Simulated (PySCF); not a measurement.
Compound: C2H5O2S (doublet state).
SMILES with atom numbers: `[CH2:1][S:2]([CH3:3])(=[O:4])=[O:5]` (hydrogens: H6, H7 on C1; H8, H9, H10 on C3)

Geometry (GFN2-xTB, Å), atoms numbered from 1 in this order:
```
atom  x, y, z in Å
C1    -1.4823   -0.4852    0.1200
S2    -0.1740    0.6822    0.1115
C3     1.3128   -0.2771    0.5125
O4    -0.0487    1.1832   -1.2320
O5    -0.4193    1.6176    1.1776
H6    -1.8379   -0.8435   -0.8255
H7    -2.1150   -0.5218    0.9844
H8     1.4424   -1.0321   -0.2515
H9     2.1563    0.4028    0.5200
H10    1.1746   -0.7215    1.4892
```

The hyperfine couplings belong to this conformer and change with its torsions.

The calculation used PySCF 2.14.0, UKS B3LYP, pcH-1 on C H O S, non-relativistic, mean-field spin-orbit, GIAO. Isolated species at its GFN2-xTB geometry, gas phase. A GFN2-xTB geometry isn't a minimum of the functional, and hyperfine couplings can be far from their values at a DFT geometry. The SCF solution wasn't tested for stability.

(1) The isotropic 13C couplings are +108.7, +2.9 MHz. Assign them to C1; C3.

(2) Match the computed a_iso(1H) values -59.9, +11.2 MHz (means over equivalent nuclei) with the sites H6/H7; H8/H9/H10.

## Answers

(1) 
| site | a_iso (MHz) | ρ(0) (bohr⁻³) | position | distance from C1 (Å) | spin population | largest \|T\| (MHz) |
| --- | --- | --- | --- | --- | --- | --- |
| C1 | +108.7 | +0.0968 | largest spin population | 0.00 | +1.04 | 160.1 |
| C3 | +2.9 | +0.0026 | 2 bonds from C1 | 2.83 | 0.00 | 3.5 |

(2) 
| site | a_iso (MHz) | ρ(0) (bohr⁻³) | position | distance from C1 (Å) | bound to | spin population there | largest \|T\| (MHz) |
| --- | --- | --- | --- | --- | --- | --- | --- |
| H6/H7 | -59.9 | -0.0134 | α, 1 bond from C1 | 1.07 | C1 | +1.04 | 40.4 |
| H8/H9/H10 | +11.2 | +0.0025 | γ, 3 bonds from C1 | 3.25 | C3 | 0.00 | 4.8 |

ρ(0) is the spin density at the nucleus and T the dipolar tensor; a_iso includes a spin–orbit part; entries for several nuclei are means. The largest Mulliken spin population is on C1 (+1.04). The angles at C1 add up to 355.9°, so it is nearly planar; its axial dipolar tensor and the negative couplings of its protons fit spin in a p orbital normal to that plane.

β density exceeds α density at some nuclei, such as S2 (-0.0334) and H6/H7 (-0.0134), spin density in bohr⁻³. In a single determinant that takes different orbitals for the two spins, that is spin polarisation.

Nuclei that the bonding pattern makes equivalent are averaged, as if the motion that swaps them (rotation, inversion, ring flip) were fast. The three 1H nuclei of mean +11.2 MHz run from 3.8 to 25.9 MHz in the frozen geometry.
